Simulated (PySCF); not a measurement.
# 4-methylimidazole: electronic excitations and core binding energies

Wanted: the electronic excitations and core binding energies of 4-methylimidazole (`Cc1cnc[nH]1`), by calculation.

Computed with PySCF 2.14.0, with density-fitted response routines of our own, on a single molecule in the gas phase. Atoms are numbered from 0 throughout.

## Step 1: The starting structure

12 atoms, charge 0, multiplicity 1; geometry from: GFN2-xTB.

Bonds of the start (Å): C0–C1 1.48, C1–C2 1.37, C2–N3 1.36, N3–C4 1.30, C4–N5 1.36, N5–C1 1.37, C0–H6 1.09, C0–H7 1.09, C0–H8 1.09, C2–H9 1.07, C4–H10 1.07, N5–H11 1.01.

## Step 2: Ultraviolet spectrum: CAM-B3LYP/def2-SVPD

What the job is given:

```
{"job": {"kind": "uv", "xc": "CAM-B3LYP", "basis": "def2-SVPD", "nstates": 8, "ntriplets": 3}, "charge": 0, "multiplicity": 1}
C      1.724773    -0.011104     0.009894
C      0.247168     0.128749     0.048914
C     -0.571418     1.154104     0.432828
N     -1.877106     0.801838     0.286244
C     -1.866444    -0.412761    -0.177610
N     -0.601580    -0.875581    -0.342760
H      2.186252     0.905774     0.364431
H      2.070137    -0.204668    -1.006155
H      2.053843    -0.835202     0.643764
H     -0.302834     2.121723     0.805794
H     -2.737897    -0.992650    -0.407236
H     -0.323697    -1.780909    -0.684134
```

With the program's defaults for keys left out, this is: TDDFT CAM-B3LYP/def2-SVPD, vertical, gas phase, core orbitals frozen in the response.

The run is started by

```
$ OMP_NUM_THREADS=1 python probes_run.py task.json out
```

One launch serves the whole session: the jobs run in the order shown.

**Question.** This job is followed by: delta-SCF UKS SCAN, pcX-2 on the ionised atom, pcseg-1 elsewhere, spin-free X2C. What will the session give for the following? lowest singlet (CAM-B3LYP/def2-SVPD); brightest single state of those computed; lowest triplet; C1s binding energies, SCAN/pcX-2; N1s binding energies, SCAN/pcX-2.

As calculated:

```
                                quantity                                          value
    lowest singlet (CAM-B3LYP/def2-SVPD)                    5.93 eV (209 nm), f = 0.001
brightest single state of those computed                    state 2, 6.47 eV, f = 0.221
                          lowest triplet                                        4.47 eV
        C1s binding energies, SCAN/pcX-2  C4 291.49, C0 291.22, C1 291.06, C2 290.32 eV
        N1s binding energies, SCAN/pcX-2                        N5 406.49, N3 404.05 eV
```

The first singlet state (HOMO→LUMO 0.96) lies at 5.93 eV and is dark; of the 8 states computed, the strongest absorption comes from state 2 at 6.47 eV. The lowest triplet lies 1.45 eV below the lowest singlet (triplets in Tamm-Dancoff, singlets in full TDDFT). The C1s levels kept as sound span 1.17 eV, from C2 (aromatic CH next to a ring nitrogen) up to C4 (aromatic CH between two ring heteroatoms). N5 (pyrrole-type ring nitrogen) binds its N1s electron 2.44 eV more tightly than N3 (pyridine-type nitrogen of an azole).
